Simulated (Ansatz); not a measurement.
How basis sets differ on PF3 (phosphorus trifluoride)

The species is PF3 (4 atoms), meant as a singlet with charge 0. As SMILES, `FP(F)F`. The coordinates come from a PBE0-D4/def2-TZVP relaxation.

Each level gives the vertical energy of the triplet above the singlet (eV). The values are calculated.

```csv
level,kind,program,value (eV),less CCSD(T)/ANO-RCC-VTZP,CPU time (all runs)
CCSD(T)/ANO-RCC-MB (sfX2C),coupled cluster or CI,Ansatz,7.65,+1.61,2.3 s
CCSD(T)/ANO-RCC-VDZ (sfX2C),coupled cluster or CI,Ansatz,7.02,+0.98,5.8 s
CCSD(T)/ANO-RCC-VDZP (sfX2C),coupled cluster or CI,Ansatz,6.02,-0.02,11 s
CCSD(T)/ANO-RCC-VTZP (sfX2C),coupled cluster or CI,Ansatz,6.04,0.00,98 s
```

Differences are taken from CCSD(T)/ANO-RCC-VTZP (sfX2C) for orientation; it has basis-set and higher-order errors of its own. The values span 6.02 to 7.65 eV. A triplet this far above the singlet is often a Rydberg-like or dissociative state; sets without diffuse functions put Rydberg states too high. Times are those of the runs behind each value, whatever else they computed, on shared processors of several kinds: orders of magnitude only.
